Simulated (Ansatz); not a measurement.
Relaxation of CH₈Si₂ (11 atoms, charge 0, multiplicity 1), to a largest force component of 0.02 eV/Å in at most 40 steps.

All numbers below come from RKS PBE0/6-31G* in Ansatz 0.2.0.

```xyz
11
Properties=species:S:1:pos:R:3:forces:R:3
Si 0.000 0.000 0.000 0.81 -0.72 0.18
H 0.000 0.000 1.460 -0.09 -0.14 0.67
C 1.763 0.000 -0.623 0.58 -0.09 -0.17
H 2.111 -1.046 -0.751 0.05 0.57 0.04
H 1.812 0.528 -1.598 0.19 -0.33 0.45
H 2.415 0.519 0.111 -0.16 -0.25 -0.48
Si -1.046 1.812 -0.739 -0.56 0.66 -0.16
H -2.430 1.478 -1.061 -0.65 0.03 -0.17
H -1.022 2.844 0.293 -0.05 0.57 0.34
H -0.374 2.307 -1.937 0.22 0.29 -0.55
H -0.688 -1.191 -0.486 -0.35 -0.59 -0.15
```

Q: Where does it end, and by what steps?

A: The run converged. The force dipped under the threshold on the way, but the program's further checks kept it going. After 12 steps the energy has fallen by 0.280 eV; H8 moved furthest, 0.69 Å.

| step | energy less start (eV) | largest force component (eV/Å) | accepted |
| --- | --- | --- | --- |
| 0 | 0.0000 | 0.814 | yes |
| 1 | -0.2167 | 0.354 | yes |
| 2 | -0.2393 | 0.213 | yes |
| 3 | -0.2611 | 0.074 | yes |
| 4 | -0.2639 | 0.307 | yes |
| 5 | -0.2730 | 0.082 | yes |
| 6 | -0.2769 | 0.007 | yes |
| 7 | -0.2753 | 0.230 | no |
| 8 | -0.2785 | 0.057 | yes |
| 9 | -0.2780 | 0.111 | no |
| 10 | -0.2797 | 0.024 | yes |
| 11 | -0.2799 | 0.024 | yes |
| 12 | -0.2801 | 0.020 | yes |

```xyz
11
Properties=species:S:1:pos:R:3
Si -0.001 -0.100 -0.166
H -0.244 -0.397 1.278
C 1.855 0.000 -0.502
H 2.348 -0.939 -0.227
H 2.052 0.187 -1.563
H 2.317 0.807 0.075
Si -1.108 1.886 -0.724
H -2.573 1.778 -0.457
H -0.576 3.033 0.073
H -0.924 2.213 -2.170
H -0.603 -1.220 -0.950
```

Whether the end is a true minimum wasn't checked by a vibrational analysis.

The run took 36 s on 1 thread of Arm Neoverse V2 (shared host), peak memory 0.13 GiB.
